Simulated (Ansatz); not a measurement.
A nudged elastic band was laid between two geometries of BClH2 + FH (6 atoms, charge 0, multiplicity 1).

These are results of Ansatz, RKS B3LYP-D4/def2-SVP, not measurements.

```
movable images  : 5
climbing image  : yes
spring          : 5.0 eV/Å²
optimiser       : quadratic models (default)
start path      : straight line
force threshold : 0.03 eV/Å
iteration limit : 60
end points      : relaxed
```

Image 0:

```xyz
6
Properties=species:S:1:pos:R:3
B 0.000 0.133 0.124
Cl -0.011 0.580 1.864
H 1.057 0.183 -0.437
H -1.060 0.113 -0.432
F 0.069 -1.947 0.519
H 0.065 -1.792 1.443
```

Image 6:

```xyz
6
Properties=species:S:1:pos:R:3
B 0.018 -0.452 -0.456
Cl -0.001 0.297 2.483
H 1.067 0.096 -0.682
H -1.066 0.026 -0.678
F 0.060 -1.704 -0.013
H 0.041 -0.993 2.425
```

Problem. Which bonds break or form, and what moves?

Solution. Bonds broken: B1–Cl2, F5–H6. Bonds formed: B1–F5, Cl2–H6. BClH2 + FH becomes BFH2 + ClH.

Problem. Give the energies along the band, and the barrier.

Solution. The forces met the threshold. The highest image is number 2 of 0 to 6, 0.32 eV above the first end and 0.92 eV above the last; the last end lies 0.60 eV below the first. Another band between the same ends (5 images) ends at a top of the same energy, where a vibrational analysis finds 1 clearly imaginary mode. The orbitals stay closed-shell, which can raise the energy where a bond breaks towards radicals; this wasn't checked here.

| image | path coordinate (Å) | energy (eV) | B1–Cl2 (Å) | F5–H6 (Å) | B1–F5 (Å) |
| --- | --- | --- | --- | --- | --- |
| 0 | 0.00 | 0.00 | 1.80 | 0.94 | 2.12 |
| 1 | 0.41 | 0.07 | 1.87 | 0.97 | 1.79 |
| 2 | 0.83 | 0.32 | 2.05 | 1.18 | 1.55 |
| 3 | 1.17 | -0.07 | 2.27 | 1.54 | 1.41 |
| 4 | 1.51 | -0.45 | 2.58 | 1.89 | 1.35 |
| 5 | 1.86 | -0.58 | 2.86 | 2.21 | 1.34 |
| 6 | 2.20 | -0.60 | 3.03 | 2.54 | 1.33 |

Problem. What is the geometry of the highest image?

Solution. 
```xyz
6
Properties=species:S:1:pos:R:3
B 0.011 -0.223 0.013
Cl 0.000 0.260 2.001
H 1.061 0.116 -0.453
H -1.060 0.047 -0.448
F 0.061 -1.706 0.448
H 0.047 -1.223 1.521
```

Time of the run: 29 s on 1 thread of AMD EPYC 9B45 (Zen 5), with other jobs on the host, peak memory 0.13 GiB.
